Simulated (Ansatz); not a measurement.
Species: HCl, SMILES `Cl` with one electron removed (charge 1, multiplicity 2), formula HCl.

Problem. How many basis functions does frozen-core CCSD(T)/def2-TZVPP // PBE0-D3(BJ)/def2-TZVP run with Ansatz (a program for electronic structure) use, how many core orbitals are frozen, and how many electrons are correlated?

Solution. 56 basis functions and 5 frozen orbitals, which leaves 7 correlated electrons. Core time is of the order of seconds.
